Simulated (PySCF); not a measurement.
# Si, Si+: ionisation energy in x2c-SVPall

Wanted: the ionisation energy of silicon, up a ladder of methods.

Method: unrestricted determinants in a Gaussian basis, no spin-orbit coupling in the energies. Code: PySCF 2.14.0.

## Step 1: What is computed

| Quantity | Value |
| --- | --- |
| Element | silicon (Z = 14) |
| Basis | x2c-SVPall (4s3p1d, 18 functions) |
| Hamiltonian | scalar relativity by spin-free X2C-1e |
| State 1 | Si: [Ne] 3s2 3p2, high-spin 3P determinant |
| State 2 | Si+: [Ne] 3s2 3p1, 2P determinant |
| Methods | UHF, MN15, PBE, MP2, CCSD(T) |
| Core shells frozen in the correlated runs | valence: [Ne] (for Si) |

The outer shells:

Si [Ne] 3s2 3p2
```
[Ne] core
3s [↑↓]
3p [↑ ][↑ ][  ]
```

Si+ [Ne] 3s2 3p1
```
[Ne] core
3s [↑↓]
3p [↑ ][  ][  ]
```

The runs were made by one driver on top of PySCF. The scripts below sum up each run's settings (the driver also hands on starting orbitals that pick excited configurations, and frozen orbitals as a list rather than a count), and the logs come from the driver's own runs. The driver starts from symmetry-adapted Hartree-Fock orbitals, holds the occupation by maximum overlap and uses a logarithmic radial grid for functionals, so a plain start would take other cycles.

The driver's launch:

```
> OMP_NUM_THREADS=1 python atomrun2.py TASK.json OUT
```

The integrals over 18 functions and the set-up took 0.04 s of CPU time.

## Step 2: Si, method by method

Level: UHF.

input.py reads:

```python
from pyscf import gto, scf, dft, mp, cc
import basis_set_exchange as bse
mol = gto.M(atom="Si 0 0 0", charge=0, spin=2, symmetry="D2h",
            basis=gto.basis.parse(bse.get_basis("x2c-SVPall", elements=["Si"], fmt="nwchem", header=False)),
            nucmod="G")
mf = scf.UHF(mol).sfx2c1e()
mf.irrep_nelec = {'Ag': (3, 3), 'B1u': (2, 1), 'B2u': (2, 1), 'B3u': (1, 1)}
mf.kernel()
```

The program printed:

```text
damping factor = 0
level_shift factor = 0
DIIS = <class 'pyscf.scf.diis.CDIIS'>
diis_start_cycle = 1
diis_space = 10
diis_damp = 0
SCF conv_tol = 1e-09
SCF conv_tol_grad = None
number electrons alpha = 8  beta = 6
cycle= 1 E= -289.347630686954  delta_E= -0.00281  |g|= 0.0189  |ddm|= 0.0554
cycle= 2 E= -289.348041519331  delta_E= -0.000411  |g|= 0.00728  |ddm|= 0.0214
cycle= 3 E= -289.348113767549  delta_E= -7.22e-05  |g|= 0.000245  |ddm|= 0.0136
cycle= 4 E= -289.348113882364  delta_E= -1.15e-07  |g|= 6.14e-05  |ddm|= 0.00126
cycle= 5 E= -289.348113890959  delta_E= -8.6e-09  |g|= 8.98e-06  |ddm|= 0.000461
cycle= 6 E= -289.348113891119  delta_E= -1.6e-10  |g|= 7.07e-07  |ddm|= 6.86e-05
converged SCF energy = -289.348113891119  <S^2> = 2.0088505  2S+1 = 3.0058945
```

It took 0.05 s on 1 thread of Neoverse-V1, shared host, the integrals not counted.

Orbital energies by shell (radii are means over both spins):

```tsv
shell	electrons	mean orbital energy (eV)	spread (eV)	rms radius (bohr)
1s α	1	-1875.9	0	0.129
1s β	1	-1875.7	0	0.129
2s α	1	-168.08	0	0.613
2s β	1	-167.79	0	0.613
2p α	3	-115.84	0.247	0.599
2p β	3	-115.31	0.365	0.599
3s α	1	-16.739	0	2.39
3s β	1	-12.447	0	2.39
3p α	2	-8.107	0	2.92
```

⟨S²⟩ = 2.009, ⟨L²⟩ = 2.03.

Level: MN15.

input.py differs from the last one in:

```diff
@@ -5,3 +5,3 @@
             nucmod="G")
-mf = scf.UHF(mol).sfx2c1e()
+mf = dft.UKS(mol, xc="MN15").sfx2c1e()
 mf.irrep_nelec = {'Ag': (3, 3), 'B1u': (2, 1), 'B2u': (2, 1), 'B3u': (1, 1)}
```

The program printed:

```text
damping factor = 0
level_shift factor = 0
DIIS = <class 'pyscf.scf.diis.CDIIS'>
diis_start_cycle = 1
diis_space = 10
diis_damp = 0
SCF conv_tol = 1e-09
SCF conv_tol_grad = None
number electrons alpha = 8  beta = 6
XC functionals = MN15
    H. S. Yu, X. He, S. L. Li, and D. G. Truhlar.,  Chem. Sci. 7, 5032-5051 (2016)
    H. S. Yu, X. He, S. L. Li, and D. G. Truhlar.,  Chem. Sci. 7, 5032-5051 (2016)
cycle= 1 E= -289.815217398885  delta_E= -0.00534  |g|= 0.00861  |ddm|= 0.135
cycle= 2 E= -289.815309002455  delta_E= -9.16e-05  |g|= 0.00226  |ddm|= 0.0314
cycle= 3 E= -289.815315457269  delta_E= -6.45e-06  |g|= 0.000737  |ddm|= 0.00564
cycle= 4 E= -289.815316006917  delta_E= -5.5e-07  |g|= 9.85e-05  |ddm|= 0.00209
cycle= 5 E= -289.815316020744  delta_E= -1.38e-08  |g|= 6.3e-06  |ddm|= 0.00021
cycle= 6 E= -289.815316020804  delta_E= -5.95e-11  |g|= 4.34e-07  |ddm|= 3.12e-05
converged SCF energy = -289.815316020804  <S^2> = 2.0015461  2S+1 = 3.0010306
```

It took 0.19 s on 1 thread of Neoverse-V1, shared host, the integrals not counted.

Level: PBE.

input.py differs from the last one in:

```diff
@@ -5,3 +5,3 @@
             nucmod="G")
-mf = dft.UKS(mol, xc="MN15").sfx2c1e()
+mf = dft.UKS(mol, xc="PBE").sfx2c1e()
 mf.irrep_nelec = {'Ag': (3, 3), 'B1u': (2, 1), 'B2u': (2, 1), 'B3u': (1, 1)}
```

The program printed:

```text
damping factor = 0
level_shift factor = 0
DIIS = <class 'pyscf.scf.diis.CDIIS'>
diis_start_cycle = 1
diis_space = 10
diis_damp = 0
SCF conv_tol = 1e-09
SCF conv_tol_grad = None
number electrons alpha = 8  beta = 6
XC functionals = PBE
    J. P. Perdew, K. Burke, and M. Ernzerhof.,  Phys. Rev. Lett. 77, 3865 (1996)
    J. P. Perdew, K. Burke, and M. Ernzerhof.,  Phys. Rev. Lett. 78, 1396 (1997)
    J. P. Perdew, K. Burke, and M. Ernzerhof.,  Phys. Rev. Lett. 77, 3865 (1996)
    J. P. Perdew, K. Burke, and M. Ernzerhof.,  Phys. Rev. Lett. 78, 1396 (1997)
cycle= 1 E= -289.725944777028  delta_E= -0.00407  |g|= 0.0114  |ddm|= 0.153
cycle= 2 E= -289.726025475542  delta_E= -8.07e-05  |g|= 0.0017  |ddm|= 0.0294
cycle= 3 E= -289.726029187365  delta_E= -3.71e-06  |g|= 0.000627  |ddm|= 0.00856
cycle= 4 E= -289.726029544503  delta_E= -3.57e-07  |g|= 0.00012  |ddm|= 0.00241
cycle= 5 E= -289.72602955802  delta_E= -1.35e-08  |g|= 2.86e-07  |ddm|= 0.000287
cycle= 6 E= -289.72602955802  delta_E= 5.68e-14  |g|= 2.47e-08  |ddm|= 1.93e-06
converged SCF energy = -289.72602955802  <S^2> = 2.0027158  2S+1 = 3.00181
```

It took 0.1 s on 1 thread of Neoverse-V1, shared host, the integrals not counted.

Level: MP2 (valence).

input.py differs from the last one in:

```diff
@@ -5,4 +5,5 @@
             nucmod="G")
-mf = dft.UKS(mol, xc="PBE").sfx2c1e()
+mf = scf.UHF(mol).sfx2c1e()
 mf.irrep_nelec = {'Ag': (3, 3), 'B1u': (2, 1), 'B2u': (2, 1), 'B3u': (1, 1)}
 mf.kernel()
+mp.UMP2(mf, frozen=5).kernel()
```

This step left no log, only its results.

It took 0.01 s on 1 thread of Neoverse-V1, shared host, the integrals not counted.

With 4 electrons correlated, the MP2 correlation energy is -0.04351 hartree (-0.00693 same spin, -0.03659 opposite spin); the SCS form gives -0.04621. Largest pairs of shells: 3s-3p -0.0254, 3s-3s -0.0141, 3p-3p -0.0041.

Level: CCSD(T) (valence).

input.py differs from the last one in:

```diff
@@ -8,2 +8,3 @@
 mf.kernel()
-mp.UMP2(mf, frozen=5).kernel()
+mycc = cc.CCSD(mf, frozen=5).run()
+mycc.ccsd_t()
```

The program printed:

```text
CC2 = 0
CCSD nocc = (np.int64(3), np.int64(1)), nmo = (13, 13)
frozen orbitals [[0, 1, 2, 3, 4], [0, 1, 2, 3, 4]]
max_cycle = 100
direct = 0
conv_tol = 1e-08
conv_tol_normt = 1e-06
diis_space = 8
diis_start_cycle = 0
Init t2, MP2 energy = -0.0435142204588632
Init E_corr(UCCSD) = -0.04351422045934
cycle = 1  E_corr(UCCSD) = -0.0556626973269372  dE = -0.0121484769  norm(t1,t2) = 0.0527628
cycle = 2  E_corr(UCCSD) = -0.0592785627020137  dE = -0.00361586538  norm(t1,t2) = 0.0205031
cycle = 3  E_corr(UCCSD) = -0.0614257371485473  dE = -0.00214717445  norm(t1,t2) = 0.00932585
cycle = 4  E_corr(UCCSD) = -0.0614128251690477  dE = 1.29119795e-05  norm(t1,t2) = 0.00170426
cycle = 5  E_corr(UCCSD) = -0.0614342490534374  dE = -2.14238844e-05  norm(t1,t2) = 0.000269866
cycle = 6  E_corr(UCCSD) = -0.0614279427822252  dE = 6.30627121e-06  norm(t1,t2) = 3.55183e-05
cycle = 7  E_corr(UCCSD) = -0.0614300660833693  dE = -2.12330114e-06  norm(t1,t2) = 8.1724e-06
cycle = 8  E_corr(UCCSD) = -0.0614295319033711  dE = 5.34179998e-07  norm(t1,t2) = 1.96049e-06
cycle = 9  E_corr(UCCSD) = -0.0614296365351003  dE = -1.04631729e-07  norm(t1,t2) = 5.20266e-07
cycle = 10  E_corr(UCCSD) = -0.06142962777063  dE = 8.76447024e-09  norm(t1,t2) = 7.82086e-08
UCCSD converged
E(UCCSD) = -289.4095435188897  E_corr = -0.06142962777063002
UCCSD(T) correction = -0.00097181589870149
```

Time after the integrals: 0.09 s (1 thread of Neoverse-V1, shared host).

CCSD correlation -0.06143 hartree, triples -0.00097; total -289.410515. T1 = 0.010, largest double amplitude 0.111.

Radial density 4πr²ρ of Si at UHF:

```tsv
r (bohr)	density	spin density
0.00186	0.0749	0.000
0.00313	0.209	0.000
0.00526	0.566	0.000
0.00885	1.45	0.000
0.0149	3.36	0.000
0.0250	7.08	0.000
0.0421	12.3	0.001
0.0709	15.9	0.007
0.119	13.0	0.029
0.200	9.62	0.082
0.337	13.6	0.118
0.567	11.6	0.032
0.954	3.10	0.076
1.60	1.72	0.639
2.70	1.33	0.691
4.54	0.235	0.181
7.64	0.000981	0.001
```

## Step 3: Si+

Level: UHF.

input.py reads:

```python
from pyscf import gto, scf, dft, mp, cc
import basis_set_exchange as bse
mol = gto.M(atom="Si 0 0 0", charge=1, spin=1, symmetry="D2h",
            basis=gto.basis.parse(bse.get_basis("x2c-SVPall", elements=["Si"], fmt="nwchem", header=False)),
            nucmod="G")
mf = scf.UHF(mol).sfx2c1e()
mf.irrep_nelec = {'Ag': (3, 3), 'B1u': (1, 1), 'B2u': (2, 1), 'B3u': (1, 1)}
mf.kernel()
```

The program printed:

```text
damping factor = 0
level_shift factor = 0
DIIS = <class 'pyscf.scf.diis.CDIIS'>
diis_start_cycle = 1
diis_space = 10
diis_damp = 0
SCF conv_tol = 1e-09
SCF conv_tol_grad = None
number electrons alpha = 7  beta = 6
cycle= 1 E= -289.066971768467  delta_E= -0.00337  |g|= 0.0211  |ddm|= 0.066
cycle= 2 E= -289.067490574366  delta_E= -0.000519  |g|= 0.00842  |ddm|= 0.0262
cycle= 3 E= -289.067589706283  delta_E= -9.91e-05  |g|= 0.000398  |ddm|= 0.0177
cycle= 4 E= -289.067590000283  delta_E= -2.94e-07  |g|= 5.57e-05  |ddm|= 0.00187
cycle= 5 E= -289.067590006025  delta_E= -5.74e-09  |g|= 7.55e-06  |ddm|= 0.000382
cycle= 6 E= -289.067590006123  delta_E= -9.77e-11  |g|= 6.38e-07  |ddm|= 5.76e-05
converged SCF energy = -289.067590006123  <S^2> = 0.76083463  2S+1 = 2.0108054
```

It took 0.05 s on 1 thread of Neoverse-V1, shared host, the integrals not counted.

Orbital energies by shell (radii are means over both spins):

```tsv
shell	electrons	mean orbital energy (eV)	spread (eV)	rms radius (bohr)
1s α	1	-1886.0	0	0.129
1s β	1	-1885.8	0	0.129
2s α	1	-177.93	0	0.613
2s β	1	-177.74	0	0.613
2p α	3	-125.58	0.318	0.599
2p β	3	-125.24	0.451	0.599
3s α	1	-24.058	0	2.25
3s β	1	-21.694	0	2.25
3p α	1	-16.114	0	2.72
```

⟨S²⟩ = 0.761, ⟨L²⟩ = 2.03.

Level: MN15.

input.py differs from the last one in:

```diff
@@ -5,3 +5,3 @@
             nucmod="G")
-mf = scf.UHF(mol).sfx2c1e()
+mf = dft.UKS(mol, xc="MN15").sfx2c1e()
 mf.irrep_nelec = {'Ag': (3, 3), 'B1u': (1, 1), 'B2u': (2, 1), 'B3u': (1, 1)}
```

The program printed:

```text
damping factor = 0
level_shift factor = 0
DIIS = <class 'pyscf.scf.diis.CDIIS'>
diis_start_cycle = 1
diis_space = 10
diis_damp = 0
SCF conv_tol = 1e-09
SCF conv_tol_grad = None
number electrons alpha = 7  beta = 6
XC functionals = MN15
    H. S. Yu, X. He, S. L. Li, and D. G. Truhlar.,  Chem. Sci. 7, 5032-5051 (2016)
    H. S. Yu, X. He, S. L. Li, and D. G. Truhlar.,  Chem. Sci. 7, 5032-5051 (2016)
cycle= 1 E= -289.519264432503  delta_E= -0.00409  |g|= 0.0084  |ddm|= 0.104
cycle= 2 E= -289.519333089158  delta_E= -6.87e-05  |g|= 0.00199  |ddm|= 0.0125
cycle= 3 E= -289.519337995026  delta_E= -4.91e-06  |g|= 0.000421  |ddm|= 0.00396
cycle= 4 E= -289.519338222662  delta_E= -2.28e-07  |g|= 2.03e-05  |ddm|= 0.00089
cycle= 5 E= -289.519338223092  delta_E= -4.3e-10  |g|= 1.52e-06  |ddm|= 4.36e-05
converged SCF energy = -289.519338223092  <S^2> = 0.75129419  2S+1 = 2.0012938
```

Time after the integrals: 0.16 s (1 thread of Neoverse-V1, shared host).

Level: PBE.

input.py differs from the last one in:

```diff
@@ -5,3 +5,3 @@
             nucmod="G")
-mf = dft.UKS(mol, xc="MN15").sfx2c1e()
+mf = dft.UKS(mol, xc="PBE").sfx2c1e()
 mf.irrep_nelec = {'Ag': (3, 3), 'B1u': (1, 1), 'B2u': (2, 1), 'B3u': (1, 1)}
```

The program printed:

```text
damping factor = 0
level_shift factor = 0
DIIS = <class 'pyscf.scf.diis.CDIIS'>
diis_start_cycle = 1
diis_space = 10
diis_damp = 0
SCF conv_tol = 1e-09
SCF conv_tol_grad = None
number electrons alpha = 7  beta = 6
XC functionals = PBE
    J. P. Perdew, K. Burke, and M. Ernzerhof.,  Phys. Rev. Lett. 77, 3865 (1996)
    J. P. Perdew, K. Burke, and M. Ernzerhof.,  Phys. Rev. Lett. 78, 1396 (1997)
    J. P. Perdew, K. Burke, and M. Ernzerhof.,  Phys. Rev. Lett. 77, 3865 (1996)
    J. P. Perdew, K. Burke, and M. Ernzerhof.,  Phys. Rev. Lett. 78, 1396 (1997)
cycle= 1 E= -289.425955391785  delta_E= -0.00398  |g|= 0.0117  |ddm|= 0.146
cycle= 2 E= -289.426022739402  delta_E= -6.73e-05  |g|= 0.00182  |ddm|= 0.0139
cycle= 3 E= -289.426024520883  delta_E= -1.78e-06  |g|= 0.000279  |ddm|= 0.00224
cycle= 4 E= -289.426024610549  delta_E= -8.97e-08  |g|= 3.56e-05  |ddm|= 0.000661
cycle= 5 E= -289.426024611512  delta_E= -9.62e-10  |g|= 1.78e-07  |ddm|= 0.000137
converged SCF energy = -289.426024611512  <S^2> = 0.7535147  2S+1 = 2.0035116
```

Time after the integrals: 0.08 s (1 thread of Neoverse-V1, shared host).

Level: MP2 (valence).

input.py differs from the last one in:

```diff
@@ -5,4 +5,5 @@
             nucmod="G")
-mf = dft.UKS(mol, xc="PBE").sfx2c1e()
+mf = scf.UHF(mol).sfx2c1e()
 mf.irrep_nelec = {'Ag': (3, 3), 'B1u': (1, 1), 'B2u': (2, 1), 'B3u': (1, 1)}
 mf.kernel()
+mp.UMP2(mf, frozen=5).kernel()
```

The driver printed no log here.

Time after the integrals: 0.01 s (1 thread of Neoverse-V1, shared host).

With 3 electrons correlated, the MP2 correlation energy is -0.03521 hartree (-0.00215 same spin, -0.03306 opposite spin); the SCS form gives -0.04039. Largest pairs of shells: 3s-3s -0.0208, 3s-3p -0.0144, 3p-3p 0.0000.

Level: CCSD(T) (valence).

input.py differs from the last one in:

```diff
@@ -8,2 +8,3 @@
 mf.kernel()
-mp.UMP2(mf, frozen=5).kernel()
+mycc = cc.CCSD(mf, frozen=5).run()
+mycc.ccsd_t()
```

The program printed:

```text
CC2 = 0
CCSD nocc = (np.int64(2), np.int64(1)), nmo = (13, 13)
frozen orbitals [[0, 1, 2, 3, 4], [0, 1, 2, 3, 4]]
max_cycle = 100
direct = 0
conv_tol = 1e-08
conv_tol_normt = 1e-06
diis_space = 8
diis_start_cycle = 0
Init t2, MP2 energy = -0.0352118645096083
Init E_corr(UCCSD) = -0.0352118645099311
cycle = 1  E_corr(UCCSD) = -0.0463426745620368  dE = -0.0111308101  norm(t1,t2) = 0.0548484
cycle = 2  E_corr(UCCSD) = -0.0502116450700287  dE = -0.00386897051  norm(t1,t2) = 0.0231882
cycle = 3  E_corr(UCCSD) = -0.0529184972209521  dE = -0.00270685215  norm(t1,t2) = 0.0106925
cycle = 4  E_corr(UCCSD) = -0.0528994906645943  dE = 1.90065564e-05  norm(t1,t2) = 0.00130608
cycle = 5  E_corr(UCCSD) = -0.0529203695812644  dE = -2.08789167e-05  norm(t1,t2) = 0.000167737
cycle = 6  E_corr(UCCSD) = -0.0529133617091512  dE = 7.00787211e-06  norm(t1,t2) = 2.90575e-05
cycle = 7  E_corr(UCCSD) = -0.0529158623546599  dE = -2.50064551e-06  norm(t1,t2) = 8.18057e-06
cycle = 8  E_corr(UCCSD) = -0.0529152717826477  dE = 5.90572012e-07  norm(t1,t2) = 2.03424e-06
cycle = 9  E_corr(UCCSD) = -0.052915321555727  dE = -4.97730792e-08  norm(t1,t2) = 2.3069e-07
cycle = 10  E_corr(UCCSD) = -0.0529153165308996  dE = 5.02482735e-09  norm(t1,t2) = 3.35668e-08
UCCSD converged
E(UCCSD) = -289.1205053226536  E_corr = -0.05291531653089963
UCCSD(T) correction = -0.000656990065134925
```

It took 0.08 s on 1 thread of Neoverse-V1, shared host, the integrals not counted.

CCSD correlation -0.05292 hartree, triples -0.00066; total -289.121162. T1 = 0.011, largest double amplitude 0.111.

Radial density 4πr²ρ of Si+ at UHF:

```tsv
r (bohr)	density	spin density
0.00186	0.0750	0.000
0.00313	0.209	0.000
0.00526	0.567	0.000
0.00885	1.45	0.000
0.0149	3.36	0.000
0.0250	7.08	0.000
0.0421	12.3	0.001
0.0709	15.9	0.005
0.119	13.0	0.018
0.200	9.60	0.053
0.337	13.6	0.076
0.567	11.6	0.020
0.954	3.10	0.053
1.60	1.57	0.397
2.70	0.940	0.333
4.54	0.0959	0.064
7.64	0.000358	0.000
```

## Step 4: Orbital energies side by side

Highest occupied Hartree-Fock shell of each state: Si 3p α at -8.107 eV; Si+ 3p α at -16.114 eV.

## Step 5: The energy differences

Ionisation energy: Si [Ne] 3s2 3p2 (3P) → Si+ [Ne] 3s2 3p1 (2P).

```tsv
method	value (eV)	error (eV)	CPU time, both states (s)
UHF	7.633	-0.523	0.1
MN15	8.054	-0.103	0.35
PBE	8.164	+0.007	0.18
MP2 (valence)	7.859	-0.297	0.1
SCS-MP2 (valence)	7.792	-0.365	0.1
CCSD (valence)	7.865	-0.292	
CCSD(T) (valence)	7.874	-0.283	0.27
```

Reference: 8.157 eV (measured; NIST levels, between the centres of gravity of the two terms). Errors of the correlated levels include the incompleteness of this basis.

Times are CPU seconds on a shared host without the integrals; correlated rows include their Hartree-Fock run, whose time holds the symmetry-adapted start and any spin-orbit constants, while functionals begin from orbitals already made.

## Step 6: Summary of results

```
             quantity                                                   value
ionisation energy, Si  UHF 7.633, CCSD(T) (valence) 7.874 eV; reference 8.157
```

Each level's miss and price (over 1 difference):

```tsv
method	mean absolute miss against the measured value (with the measured fine structure taken into account where it is known) (eV)	CPU time, both states (s)
UHF	0.523	0.1
MN15	0.103	0.35
PBE	0.007	0.18
MP2 (valence)	0.297	0.1
SCS-MP2 (valence)	0.365	0.1
CCSD (valence)	0.292	
CCSD(T) (valence)	0.283	0.27
```

What this shows: Against experiment PBE comes closest (off by 0.01 eV) and UHF is farthest (0.52 eV). Hartree-Fock falls short because the species with more electrons holds more correlation energy, which it lacks. PBE is off by +0.01 eV. The basis is finite, and no extrapolation was made. The dearest level timed, MN15, costs 3.5 times the cheapest, UHF, and differs from the measured value (with the measured fine structure taken into account where it is known) by 0.10 against 0.52 eV.
